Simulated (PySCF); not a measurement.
Isomers of C5H8, one GFN2-xTB conformer each. Single-point energies are computed at PBE0/pcSseg-1 (PySCF, gas phase, no added dispersion term), electronic only.

Question: Rank them by PBE0/pcSseg-1 energy, lowest first (kJ/mol).
A. `[CH3:1][CH2:2][C:3]1=[CH:4][CH2:5]1` with C1–C2–C3–C4 0°
B. ethylidenecyclopropane, `CC=C1CC1`
C. `[CH2:1]=[CH:2][CH:3]1[CH2:4][CH2:5]1` with C1–C2–C3–C4 -145°

Answer: C (0.0), B (30.5), A (93.0).

GFN2-xTB itself gives, in the same order: 0.0, 15.4, 98.5. Both levels put the same isomer lowest; measured from each level's own lowest isomer, the values differ by up to 15.1 kJ/mol (CC=C1CC1: 15.4 against 30.5).

Which frontier levels, dipoles and rotational constants go with these structures?

| SMILES | HOMO (eV, PBE0/pcSseg-1) | LUMO (eV) | dipole (D) | A, B, C (MHz) |
| --- | --- | --- | --- | --- |
| C=CC1CC1 | -6.91 | 0.52 | 0.53 | 15320, 3094, 2975 |
| CC=C1CC1 | -7.01 | 0.51 | 0.13 | 14352, 3192, 2749 |
| CCC1=CC1 | -6.82 | 0.56 | 0.93 | 14235, 3194, 2744 |
